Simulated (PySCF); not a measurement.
Work out the structure from these simulated measurements.

Elements present: C, F, H and S. Monoisotopic mass: 110.0002 u.

- NMR, other nuclei: isotropic shieldings of nuclei other than C and H, by class: 263 (1 F), 387 (1 F), 360 (1 S) ppm [GIAO CAM-B3LYP/pcSseg-2]
- Dipole: 1.73 D [B3LYP/def2-SVPD]
- 13C NMR: chemical shifts (computed TMS as zero) by class: 186.9 (1 C), 99.0 (1 C), 94.2 (1 C) ppm [GIAO CAM-B3LYP/pcSseg-2]
- Valence photoelectron: vertical ionisation energy: 9.19 eV [ΔSCF B3LYP/def2-SVPD]
- Rotational structure: rotational constants A, B, C: 5.360, 1.957, 1.509 GHz [PBE0-D3(BJ)/def2-SVP]
- UV, strongest line: among the 10 lowest singlet transitions: S2 at 5.99 eV (207 nm, f = 0.156) [TDDFT B3LYP/def2-SVPD]
- UV, first state: lowest singlet excitation: 5.46 eV (227 nm, f = 0.026) [TDDFT B3LYP/def2-SVPD]

The electronic properties come from PySCF, for the isolated species, density fitting. Levels stand in brackets. Isolated species at its PBE0-D3(BJ)/def2-SVP geometry (one conformer only). NMR classes are plain means over equivalent atoms (diastereotopic ones count apart unless rotation or inversion swaps them), as if these changed places fast.

Q: Which formula fits the mass and the elements?

A: C3H4F2S (calculated 110.0002). No other formula that holds each of these elements comes within 0.0003 u with a fitting electron parity and a possible valence count.

Q: Give a SMILES that accounts for the data.

A: Numbering: `[CH2:1]=[C:2]([F:3])[S:4][CH2:5][F:6]`. Its formula, C3H4F2S, gives 1 degree of unsaturation: 0 rings and 1 π bond in the structure found. 3 carbons fall into 3 classes; from least to most shielded: vinylic C–F carbon [C2] (186.9 ppm), terminal =CH2 carbon [C1] (99.0 ppm), sp3 C–F carbon [C5] (94.2 ppm). The other shieldings belong to: 263 ppm, vinyl fluorine [F3]; 387 ppm, alkyl fluorine [F6]; 360 ppm, sulfide sulfur [S4]. The first electron is taken from the HOMO, whose largest Löwdin shares are 0.38 on the sulfide sulfur, 0.27 on the terminal =CH2 carbon, 0.19 on the vinylic C–F carbon and 0.05 on the sp3 C–F carbon. The optimised geometry has point group C1 and is an asymmetric top. Structure: `C=C(F)SCF`. Computed isomers that give other values at the same levels: `FC1(F)CSC1` (smallest rotational constant: 2.154 GHz; this holds for the one conformer computed); `CC(=S)C(F)F` (rotational constant A: 4.458 GHz; this holds for the one conformer computed); `FCC(=S)CF` (13C chemical shifts (computed TMS as zero) by class: 288.8 (1 C), 97.5 (2 C) ppm). The assignments are read from this structure; whether some other isomer fits the data as well wasn't checked.

Shape of the structure used: `[CH2:1]=[C:2]([F:3])[S:4][CH2:5][F:6]`: C1–C2–S4–C5 -25°, C2–S4–C5–F6 76°.
